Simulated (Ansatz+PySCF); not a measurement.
The numbers below are computed, except where a source is named.
This Ansatz input gave a total energy of -398.98066 hartree.

```yaml
crystal:
  periodic: [false, false, false]
  atoms:
    - { symbol: S, position_ang: [0.0, 0.0, -0.17683] }
    - { symbol: H, position_ang: [0.0, 1.65159, 1.41465] }
    - { symbol: H, position_ang: [0.0, -1.65159, 1.41465] }
basis:
  gaussian: { orbitals: "6-31G" }
magnetization:
  spin_polarized: true
hamiltonian:
  xc: pbe0
scf:
  omitted_lower_state_checks: [stability, starts, atomic_configurations, cluster_reference, orbital_swaps, given_window_search, neighbouring_geometries, increment]
```

Write an input for PySCF with the same method and basis set.

```python
from pyscf import gto, dft

mol = gto.M(atom="""
S 0.000000 0.000000 -0.176830
H 0.000000 1.651590 1.414650
H 0.000000 -1.651590 1.414650
""", basis='6-31g', charge=0, spin=0)
mf = dft.UKS(mol, xc='pbe0')
mf.kernel()
print(mf.converged, mf.e_tot, mf.spin_square()[0])
```

PySCF 2.14.0 gave -398.98066 hartree, 0.03 meV from the first. This is not the lowest solution: another run reaches a determinant 0.31 eV lower.
